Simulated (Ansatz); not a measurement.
Ansatz (a first-principles code) input (HF/3-21G): The .json file is the Basis Set Exchange's 3-21G.

Ansatz 0.2 input:
```yaml
crystal:
  periodic: [false, false, false]
  atoms:
    - {symbol: C, position_ang: [0.05040039, 1.31648735, -0.24775318]}
    - {symbol: O, position_ang: [-0.06427116, 0.00180788, 0.48358692]}
    - {symbol: C, position_ang: [0.03757187, -1.31842229, -0.23960759]}
    - {symbol: H, position_ang: [0.10692133, 2.07523222, 0.51287546]}
    - {symbol: H, position_ang: [0.96180051, 1.25300530, -0.81429297]}
    - {symbol: H, position_ang: [-0.82132437, 1.41801882, -0.86993438]}
    - {symbol: H, position_ang: [0.08672511, -2.07296436, 0.52569923]}
    - {symbol: H, position_ang: [-0.83511891, -1.41530571, -0.86117541]}
    - {symbol: H, position_ang: [0.94952986, -1.26732149, -0.80650160]}
    - {symbol: H, position_ang: [-0.46219782, 0.00648181, 1.36879891]}
basis:
  gaussian:
    orbitals: 3-21G.json
hamiltonian:
  xc: {name: HF}
total_charge: 1
phonons: {temperatures: {t_min: 298.15, t_max: 298.15, t_step: 100}}
```

Output:

```
WARN ansatz: RAYON_NUM_THREADS=1 ignored (pool sized by the plan → 1); use --threads N
Functional definition: HF
integrals: 0.01 GiB planned
514 factors; integrals over basis functions are off by at most 5.7e-4 eV
mean field: 0.07 GiB planned
mean field evaluation 1: about -4176.6867 eV, gradient 3.0e1 eV
mean field evaluation 2: about -4176.6781 eV, gradient 3.0e1 eV
mean field evaluation 4: about -4178.3751 eV, gradient 2.6e0 eV
mean field evaluation 8: about -4178.3891 eV, gradient 8.2e-3 eV
mean field -4178.38913859 eV, -153.5529686294 hartree, gradient 1.3e-5 eV, S^2 0.000000; 0 other end points of the search recorded, 0 dependent functions left out
the calculation of the forces begins
reference -4178.38913859 eV, -153.5529686294 hartree; 13, 13 occupied and 28, 28 virtual orbitals, 514 factors
these checks for a lower state are left out or cut short: stability, starts, cluster_reference, orbital_swaps, neighbouring_geometries, increment
integrals: 0.01 GiB planned
514 factors; integrals over basis functions are off by at most 5.7e-4 eV
mean field: 0.07 GiB planned
mean field evaluation 16: about -4178.3889 eV, gradient 3.8e-5 eV
mean field -4178.38892888 eV, -153.5529609224 hartree, gradient 1.2e-6 eV, S^2 0.000000; 0 other end points of the search recorded, 0 dependent functions left out
the calculation of the forces begins
reference -4178.38892888 eV, -153.5529609224 hartree; 13, 13 occupied and 28, 28 virtual orbitals, 514 factors
these checks for a lower state are left out or cut short: stability, starts, cluster_reference, orbital_swaps, neighbouring_geometries, increment
integrals: 0.01 GiB planned
514 factors; integrals over basis functions are off by at most 5.7e-4 eV
mean field: 0.07 GiB planned
mean field -4178.38892661 eV, -153.5529608390 hartree, gradient 1.2e-6 eV, S^2 0.000000; 0 other end points of the search recorded, 0 dependent functions left out
the calculation of the forces begins
reference -4178.38892661 eV, -153.5529608390 hartree; 13, 13 occupied and 28, 28 virtual orbitals, 514 factors
these checks for a lower state are left out or cut short: stability, starts, cluster_reference, orbital_swaps, neighbouring_geometries, increment
integrals: 0.01 GiB planned
514 factors; integrals over basis functions are off by at most 5.7e-4 eV
mean field: 0.07 GiB planned
mean field evaluation 32: about -4178.3890 eV, gradient 1.2e-6 eV
mean field -4178.38899576 eV, -153.5529633802 hartree, gradient 1.2e-6 eV, S^2 0.000000; 0 other end points of the search recorded, 0 dependent functions left out
the calculation of the forces begins
reference -4178.38899576 eV, -153.5529633802 hartree; 13, 13 occupied and 28, 28 virtual orbitals, 514 factors
these checks for a lower state are left out or cut short: stability, starts, cluster_reference, orbital_swaps, neighbouring_geometries, increment
integrals: 0.01 GiB planned
514 factors; integrals over basis functions are off by at most 5.7e-4 eV
mean field: 0.07 GiB planned
mean field -4178.38899630 eV, -153.5529634003 hartree, gradient 1.2e-6 eV, S^2 0.000000; 0 other end points of the search recorded, 0 dependent functions left out
the calculation of the forces begins
reference -4178.38899630 eV, -153.5529634003 hartree; 13, 13 occupied and 28, 28 virtual orbitals, 514 factors
these checks for a lower state are left out or cut short: stability, starts, cluster_reference, orbital_swaps, neighbouring_geometries, increment
integrals: 0.01 GiB planned
514 factors; integrals over basis functions are off by at most 5.7e-4 eV
mean field: 0.07 GiB planned
mean field -4178.38894053 eV, -153.5529613506 hartree, gradient 1.2e-6 eV, S^2 0.000000; 0 other end points of the search recorded, 0 dependent functions left out
the calculation of the forces begins
reference -4178.38894053 eV, -153.5529613506 hartree; 13, 13 occupied and 28, 28 virtual orbitals, 514 factors
these checks for a lower state are left out or cut short: stability, starts, cluster_reference, orbital_swaps, neighbouring_geometries, increment
integrals: 0.01 GiB planned
514 factors; integrals over basis functions are off by at most 5.7e-4 eV
mean field: 0.07 GiB planned
mean field -4178.38894188 eV, -153.5529614004 hartree, gradient 1.2e-6 eV, S^2 0.000000; 0 other end points of the search recorded, 0 dependent functions left out
the calculation of the forces begins
reference -4178.38894188 eV, -153.5529614004 hartree; 13, 13 occupied and 28, 28 virtual orbitals, 514 factors
these checks for a lower state are left out or cut short: stability, starts, cluster_reference, orbital_swaps, neighbouring_geometries, increment
integrals: 0.01 GiB planned
514 factors; integrals over basis functions are off by at most 5.7e-4 eV
mean field: 0.07 GiB planned
[...]
these checks for a lower state are left out or cut short: stability, starts, cluster_reference, orbital_swaps, neighbouring_geometries, increment
integrals: 0.01 GiB planned
514 factors; integrals over basis functions are off by at most 5.7e-4 eV
mean field: 0.07 GiB planned
mean field evaluation 160: about -4178.3891 eV, gradient 1.2e-6 eV
mean field -4178.38909218 eV, -153.5529669239 hartree, gradient 1.2e-6 eV, S^2 0.000000; 0 other end points of the search recorded, 0 dependent functions left out
the calculation of the forces begins
reference -4178.38909218 eV, -153.5529669239 hartree; 13, 13 occupied and 28, 28 virtual orbitals, 514 factors
these checks for a lower state are left out or cut short: stability, starts, cluster_reference, orbital_swaps, neighbouring_geometries, increment
integrals: 0.01 GiB planned
514 factors; integrals over basis functions are off by at most 5.7e-4 eV
mean field: 0.07 GiB planned
mean field -4178.38909263 eV, -153.5529669402 hartree, gradient 1.2e-6 eV, S^2 0.000000; 0 other end points of the search recorded, 0 dependent functions left out
the calculation of the forces begins
reference -4178.38909263 eV, -153.5529669402 hartree; 13, 13 occupied and 28, 28 virtual orbitals, 514 factors
these checks for a lower state are left out or cut short: stability, starts, cluster_reference, orbital_swaps, neighbouring_geometries, increment
integrals: 0.01 GiB planned
514 factors; integrals over basis functions are off by at most 5.7e-4 eV
mean field: 0.07 GiB planned
mean field -4178.38905252 eV, -153.5529654663 hartree, gradient 1.2e-6 eV, S^2 0.000000; 0 other end points of the search recorded, 0 dependent functions left out
the calculation of the forces begins
reference -4178.38905252 eV, -153.5529654663 hartree; 13, 13 occupied and 28, 28 virtual orbitals, 514 factors
these checks for a lower state are left out or cut short: stability, starts, cluster_reference, orbital_swaps, neighbouring_geometries, increment
integrals: 0.01 GiB planned
514 factors; integrals over basis functions are off by at most 5.7e-4 eV
mean field: 0.07 GiB planned
mean field -4178.38905311 eV, -153.5529654880 hartree, gradient 1.2e-6 eV, S^2 0.000000; 0 other end points of the search recorded, 0 dependent functions left out
the calculation of the forces begins
reference -4178.38905311 eV, -153.5529654880 hartree; 13, 13 occupied and 28, 28 virtual orbitals, 514 factors
these checks for a lower state are left out or cut short: stability, starts, cluster_reference, orbital_swaps, neighbouring_geometries, increment
integrals: 0.01 GiB planned
514 factors; integrals over basis functions are off by at most 5.7e-4 eV
mean field: 0.07 GiB planned
mean field -4178.38911715 eV, -153.5529678413 hartree, gradient 1.2e-6 eV, S^2 0.000000; 0 other end points of the search recorded, 0 dependent functions left out
the calculation of the forces begins
reference -4178.38911715 eV, -153.5529678413 hartree; 13, 13 occupied and 28, 28 virtual orbitals, 514 factors
these checks for a lower state are left out or cut short: stability, starts, cluster_reference, orbital_swaps, neighbouring_geometries, increment
integrals: 0.01 GiB planned
514 factors; integrals over basis functions are off by at most 5.7e-4 eV
mean field: 0.07 GiB planned
mean field evaluation 192: about -4178.3891 eV, gradient 4.1e-6 eV
mean field -4178.38911750 eV, -153.5529678541 hartree, gradient 1.2e-6 eV, S^2 0.000000; 0 other end points of the search recorded, 0 dependent functions left out
the calculation of the forces begins
reference -4178.38911750 eV, -153.5529678541 hartree; 13, 13 occupied and 28, 28 virtual orbitals, 514 factors
these checks for a lower state are left out or cut short: stability, starts, cluster_reference, orbital_swaps, neighbouring_geometries, increment
integrals: 0.01 GiB planned
514 factors; integrals over basis functions are off by at most 5.7e-4 eV
mean field: 0.07 GiB planned
mean field -4178.38908712 eV, -153.5529667380 hartree, gradient 1.2e-6 eV, S^2 0.000000; 0 other end points of the search recorded, 0 dependent functions left out
the calculation of the forces begins
reference -4178.38908712 eV, -153.5529667380 hartree; 13, 13 occupied and 28, 28 virtual orbitals, 514 factors
these checks for a lower state are left out or cut short: stability, starts, cluster_reference, orbital_swaps, neighbouring_geometries, increment
integrals: 0.01 GiB planned
514 factors; integrals over basis functions are off by at most 5.7e-4 eV
mean field: 0.07 GiB planned
mean field -4178.38908660 eV, -153.5529667189 hartree, gradient 1.2e-6 eV, S^2 0.000000; 0 other end points of the search recorded, 0 dependent functions left out
the calculation of the forces begins
reference -4178.38908660 eV, -153.5529667189 hartree; 13, 13 occupied and 28, 28 virtual orbitals, 514 factors
these checks for a lower state are left out or cut short: stability, starts, cluster_reference, orbital_swaps, neighbouring_geometries, increment
integrals: 0.01 GiB planned
514 factors; integrals over basis functions are off by at most 5.7e-4 eV
mean field: 0.07 GiB planned
mean field -4178.38911123 eV, -153.5529676239 hartree, gradient 1.2e-6 eV, S^2 0.000000; 0 other end points of the search recorded, 0 dependent functions left out
the calculation of the forces begins
reference -4178.38911123 eV, -153.5529676239 hartree; 13, 13 occupied and 28, 28 virtual orbitals, 514 factors
these checks for a lower state are left out or cut short: stability, starts, cluster_reference, orbital_swaps, neighbouring_geometries, increment
integrals: 0.01 GiB planned
514 factors; integrals over basis functions are off by at most 5.7e-4 eV
mean field: 0.07 GiB planned
mean field evaluation 224: about -4178.3891 eV, gradient 1.2e-6 eV
mean field -4178.38911109 eV, -153.5529676186 hartree, gradient 1.2e-6 eV, S^2 0.000000; 0 other end points of the search recorded, 0 dependent functions left out
the calculation of the forces begins
reference -4178.38911109 eV, -153.5529676186 hartree; 13, 13 occupied and 28, 28 virtual orbitals, 514 factors
these checks for a lower state are left out or cut short: stability, starts, cluster_reference, orbital_swaps, neighbouring_geometries, increment
integrals: 0.01 GiB planned
514 factors; integrals over basis functions are off by at most 5.7e-4 eV
mean field: 0.07 GiB planned
mean field -4178.38905946 eV, -153.5529657213 hartree, gradient 1.2e-6 eV, S^2 0.000000; 0 other end points of the search recorded, 0 dependent functions left out
the calculation of the forces begins
reference -4178.38905946 eV, -153.5529657213 hartree; 13, 13 occupied and 28, 28 virtual orbitals, 514 factors
these checks for a lower state are left out or cut short: stability, starts, cluster_reference, orbital_swaps, neighbouring_geometries, increment
integrals: 0.01 GiB planned
514 factors; integrals over basis functions are off by at most 5.7e-4 eV
mean field: 0.07 GiB planned
mean field -4178.38905883 eV, -153.5529656983 hartree, gradient 1.2e-6 eV, S^2 0.000000; 0 other end points of the search recorded, 0 dependent functions left out
the calculation of the forces begins
reference -4178.38905883 eV, -153.5529656983 hartree; 13, 13 occupied and 28, 28 virtual orbitals, 514 factors
Total energy: -4178.38913859 eV, -153.5529686294 hartree
Atom 0 at     0.050400     1.316487    -0.247753 Å, force     0.000475    -0.000145    -0.000210 eV/Å
Atom 1 at    -0.064271     0.001808     0.483587 Å, force    -0.000752     0.000005     0.000325 eV/Å
Atom 2 at     0.037572    -1.318422    -0.239608 Å, force     0.000476     0.000139    -0.000211 eV/Å
Atom 3 at     0.106921     2.075232     0.512875 Å, force    -0.000004     0.000209    -0.000049 eV/Å
Atom 4 at     0.961801     1.253005    -0.814293 Å, force    -0.000081     0.000329    -0.000081 eV/Å
Atom 5 at    -0.821324     1.418019    -0.869934 Å, force    -0.000010    -0.000067     0.000122 eV/Å
Atom 6 at     0.086725    -2.072964     0.525699 Å, force    -0.000006    -0.000209    -0.000048 eV/Å
Atom 7 at    -0.835119    -1.415306    -0.861175 Å, force    -0.000009     0.000068     0.000122 eV/Å
Atom 8 at     0.949530    -1.267321    -0.806502 Å, force    -0.000085    -0.000328    -0.000079 eV/Å
Atom 9 at    -0.462198     0.006482     1.368799 Å, force    -0.000003     0.000000     0.000106 eV/Å
Dipole moment:    -0.135726     0.001154     0.159622 e Å
Vibrations: 116.30 134.11 306.42 386.65 827.30 978.21 1191.44 1243.66 1277.26 1354.81 1544.79 1600.32 1625.20 1630.68 1640.64 1640.98 1654.41 3262.36 3263.23 3379.42 3379.89 3384.63 3386.13 3858.23 cm⁻¹, zero-point energy 2.669819 eV
```

The blocks after the first are displaced geometries, from whose forces the wavenumbers follow.

The dipole moment of an ion depends on the origin.
